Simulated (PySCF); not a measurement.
H2O2, SMILES OO (connectivity only; charge and spin as stated), charge +1, multiplicity 2.

Geometry: PBE-D3(BJ)/def2-TZVP. The spin state was assumed, not searched.

These are PBE-D3(BJ)/def2-TZVP in PySCF 2.14.0 values and carry that method's errors.

Frequencies are harmonic and unscaled.

Computed harmonic wavenumbers and intensities:
| mode | ν (cm⁻¹) | IR (km/mol) | moving atoms (share of kinetic energy) |
|---|---|---|---|
| 1 | 840 | 316.9 | H 94 % |
| 2 | 1171 | 0.0 | O 99 % |
| 3 | 1274 | 214.8 | H 94 % |
| 4 | 1546 | 0.0 | H 86 %, O 14 % |
| 5 | 3304 | 544.3 | H 94 % |
| 6 | 3322 | 0.0 | H 94 % |
